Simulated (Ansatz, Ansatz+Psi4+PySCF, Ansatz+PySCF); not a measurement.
```yaml
atoms:
  - { symbol: N, position_ang: [0.0000, 0.0000, 0.1165] }
  - { symbol: H, position_ang: [0.0000, 2.8192, -1.0484] }
  - { symbol: H, position_ang: [0.8138, -0.4699, -0.2718] }
  - { symbol: H, position_ang: [-0.8138, -0.4699, -0.2718] }
```

Basis set: cc-pVTZ (spherical functions). Left uncorrelated: 1 orbital. Charge 0, multiplicity 1.

Computed with Ansatz (development build ahead of 0.2.0); each method stands on the lowest determinant of its kind that the runs found. Restricted open shells among the atoms or ions are ROHF, correlated in semicanonical orbitals with singles.

Task: Give the atomization energy at this shape (free ground-state atoms in the same class of orbitals less the molecule, no zero-point energy) of singlet NH₃ in separate pieces by UHF-CCSD(T), UHF-MP2, RHF-MP2, UHF.

Result:

```json
{"method": "UHF-CCSD(T)", "atomization energy": "7.61 eV"}
{"method": "UHF-MP2", "atomization energy": "7.47 eV"}
{"method": "RHF-MP2", "atomization energy": "5.99 eV"}
{"method": "UHF", "atomization energy": "5.06 eV"}
```

Caution: the shape is not the minimum. Caution for UHF-CCSD(T), UHF-MP2: a plain start can end on a higher determinant. Caution for UHF-CCSD(T), UHF-MP2, UHF: the unrestricted determinant is a mixture of spin states. Caution for RHF-MP2: an unrestricted determinant lies well below; large amplitudes, a single reference is doubtful.
